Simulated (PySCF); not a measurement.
An unknown shows these calculated signals:

$^{1}$H NMR (400 MHz, computed): δ 0.92 (s, 12H).

$^{13}$C{$^{1}$H} NMR (computed): δ 34.3 (CH3), 32.1 (C).

[PySCF: geometry from PBE0-D3(BJ)/def2-SVP; shielding tensors at B3LYP/pcSseg-2 (GIAO); J: B3LYP/pcJ-1 (without the spin–dipole term); one averaged value for each set of equivalent atoms; no relativistic terms; single conformer; isolated molecule]

Scale: TMS for $^{1}$H (31.39 ppm), $^{13}$C (179.19 ppm) (reference shieldings calculated alike).

Problem. Which of these does the molecule contain: a Si–H bond, a CF3 group, a three-membered ring, a tert-butyl group?

Solution. 
- A Si–H bond: no.
- A CF3 group: no.
- A three-membered ring: no.
- A tert-butyl group: yes (δC 34.3, 32.1; δH 0.92 (s)).

The data belong to SMILES CC(C)(C)C, C$_{5}$H$_{12}$; they needn't prove each group on their own.

Carbon signals by region: 2 below 50 ppm.

Shifts are as computed. Against solution values, carbons near 30 ppm lie about +3 ppm off and those near 130 ppm about +8 ppm. Of 1211 compounds with measured shifts, 218 miss one by over three times the rms of a fit or turn the order of signals round; such compounds aren't used in these exercises.
